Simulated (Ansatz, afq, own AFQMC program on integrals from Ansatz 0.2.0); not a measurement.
Two steps: Ansatz 0.2.0 writes the Fock matrix and Cholesky factors of the valence space, and afq projects on them the lowest state that overlaps trial and start.

```yaml
crystal:
  periodic: [false, false, false]
  atoms:
    - {symbol: Ge, position_ang: [-0.002248, 0.000000, 0.318665]}
    - {symbol: B, position_ang: [-0.066617, -0.000001, -1.629219]}
    - {symbol: H, position_ang: [1.160664, 0.000000, -1.028885]}
    - {symbol: H, position_ang: [-0.142071, -1.038714, -2.230917]}
    - {symbol: H, position_ang: [-0.142072, 1.038712, -2.230918]}
basis:
  gaussian: {orbitals: cc-pVDZ}
magnetization: {spin_polarized: true, initial_magnetization: 0}
correlation: {method: ccsd_t, electrons: outside_noble_gas, hamiltonian_folder: ham}
```

```sh
$ ansatz run in.yaml --threads 1 --pin off --events-out ev --progress --plain --max-ram 1382MiB
```

Options of the walk:

```
--method free --trial cisd --walkers 20 --time-step 0.08 --max-blocks 60 --target-error 0.00076 --factor-cut 1e-05 --seed 8059 --times 0.0,0.4,0.8,1.6,2.4 --taylor-order 4
```

Times are imaginary, in 1/Eh. The walk had a cap of 262 s. Filled inner d shells are frozen with the cores.

Log:

```
orbitals 41  electrons 5 5  factors 339 of 588
reference energy -2101.68868666 Eh
CCSD correlation -0.21234472 Eh in 11 cycles, weight of the determinant in the CISD state 0.8709
repeat  energy at the last time / Eh  error
    10  -2101.910498  0.001514
    20  -2101.909953  0.001012
    30  -2101.910229  0.000947
    40  -2101.909589  0.000738
time / (1/Eh)  energy / Eh  error  mean overlap
  0.00  -2101.901122  0.000334  1.1500
  0.40  -2101.905543  0.000391  1.1559
  0.80  -2101.908123  0.000473  1.1397
  1.60  -2101.908849  0.000711  1.1327
  2.40  -2101.909607  0.000723  1.0939
energy -2101.909607 +/- 0.000723 Eh
```

The run passed its tests (error under three times the target), which doesn't prove that it has relaxed.

Against this walk (error 19.7 meV) on the same determinant: CCSD(T) 45.8 meV higher, CCSDT(Q) 6.6 meV higher (within the noise). The error is statistical, and a free projection of finite length keeps a remainder of its start. The last points still move (meV from the last: 231 ± 9 at 0.00, 111 ± 11 at 0.40, 40 ± 13 at 0.80, 21 ± 19 at 1.60, 0 ± 20 at 2.40), but the last one has reached CCSDT(Q) within the noise or passed it, so little can be left to fall.

Cautions: remainder of the start not in the error; no relativity below Rb; no spin-orbit coupling; inner d shell frozen; an unrestricted solution with more broken spin lies lower (10 meV, ⟨S²⟩ 0.16), while this determinant keeps restricted orbitals; so few walkers bias the energy; the time-step error isn't removed.

The walk took 29 s on 1 thread of Arm Neoverse V1 (shared host). The log's last line is the free-projection energy.

CCSDT and higher add their correlation energy to the determinant of the CCSD(T) run, since their own runs factorise the integrals more tightly (a shift of under 2 meV). A walk keeps the symmetry of its determinant, which the program's search chose and which needn't be the lowest solution, so a lower state of the same spin and another symmetry isn't excluded.
